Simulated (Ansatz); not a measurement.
Born–Oppenheimer molecular dynamics of BClFH2 (5 atoms, charge 0, multiplicity 2). It starts at the highest image of a converged band. Of that band: Neighbouring images differ by up to 1.9 eV, so the band resolves the path poorly. A vibrational analysis at the climbing image gives one clearly imaginary mode, 1644i cm⁻¹: a first-order saddle point.

These are results of UKS B3LYP/def2-SVP (Ansatz), not measurements.

* ensemble: NVE (velocity Verlet)
* time step: 0.5 fs
* steps asked: 200
* starting velocities drawn for: 100 K
* seed: 2231

First frame:

```xyz
5
Properties=species:S:1:pos:R:3
B -0.059 -0.274 0.018
F -0.089 -0.401 1.536
Cl 1.575 0.015 -0.576
H -1.021 0.294 -0.415
H 0.175 0.366 2.271
```

Question: How far do the bonds stretch over the last three quarters of this one trajectory? (Pairs bonded in most of those frames.)

Answer: 
| bond | mean (Å) | spread (Å) | shortest | longest |
| --- | --- | --- | --- | --- |
| B1–Cl3 | 1.743 | 0.023 | 1.71 | 1.78 |
| B1–H4 | 1.206 | 0.015 | 1.18 | 1.23 |
| F2–H5 | 0.929 | 0.010 | 0.91 | 0.95 |

Mean temperature of the second half: 1045 K. The conserved energy stayed within 0.04 meV per atom of its start (net change -0.0094 meV per atom), so the integration is sound. The kinetic energy rose, since the run started high on the potential surface and went downhill. It ends in pieces (BClH + FH), so much of that is their flight and rotation, not heat. A run of 0.1 ps of so small a system gives no equilibrium averages.

Time of the run: 6.6 min on 1 thread of Arm Neoverse V1, on a shared host, peak memory 0.12 GiB.
